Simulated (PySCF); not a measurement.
**Electrostatic potential from atomic charges**

Species: B(H2O)H3, `[H]B([H])([H])<-O`. Coordinates (PBE0-D3(BJ)/def2-SVP, Å) and charges (e) from the PBE0/pcSseg-1 density (PySCF):

| atom | x | y | z | Mulliken | IAO | Hirshfeld | ESP-fitted |
| --- | --- | --- | --- | --- | --- | --- | --- |
| B1 | 0.066 | -0.111 | -0.690 | -0.0549 | -0.2823 | -0.0506 | +0.1142 |
| O2 | 0.091 | -0.128 | 0.985 | -0.3111 | -0.4381 | -0.0882 | -0.5523 |
| H3 | -0.822 | -0.134 | 1.302 | +0.2816 | +0.3944 | +0.2239 | +0.4332 |
| H4 | 0.481 | 0.701 | 1.293 | +0.2814 | +0.3943 | +0.2240 | +0.4332 |
| H5 | 1.249 | -0.072 | -0.971 | -0.0553 | -0.0156 | -0.0991 | -0.1217 |
| H6 | -0.565 | 0.900 | -0.966 | -0.0854 | -0.0368 | -0.1110 | -0.1834 |
| H7 | -0.499 | -1.157 | -0.954 | -0.0563 | -0.0160 | -0.0991 | -0.1233 |

Points outside the species (Å): A (-3.6, -4.9, 0.6); B (-3.1, -1.5, -1.3); C (1.4, -4.7, 0.3); D (3.2, 1.2, 0.5); E (-2.9, -0.3, 4.7).

Task: Find the potential V = 14.3996 V·Å × Σ q/r of each set of charges at these points.

Result: In volts:

```csv
point,nearest atom,distance (Å),Mulliken,IAO,Hirshfeld,ESP-fitted
A,H7,5.10,-0.013,-0.022,-0.006,-0.021
B,H7,2.65,-0.222,-0.285,-0.299,-0.310
C,H7,4.21,-0.144,-0.218,-0.111,-0.215
D,H5,2.75,+0.050,+0.053,+0.074,+0.071
E,H3,3.99,+0.336,+0.446,+0.393,+0.479
```

Task: How far are the other sets from the ESP-fitted one at these points?

Result: Root-mean-square difference: IAO 0.020 V, Hirshfeld 0.061 V, Mulliken 0.082 V. The ESP scheme fits charges at the nuclei, held to the total charge, to the electrostatic potential on points at 1.4 to 2.0 times the van der Waals radii.

Task: What energy would a point charge of +3 e have at E in the field of the ESP charges, leaving out polarisation?

Result: +1.438 eV = +138.7 kJ/mol, a repulsion.

Isolated species at its PBE0-D3(BJ)/def2-SVP geometry, gas phase.
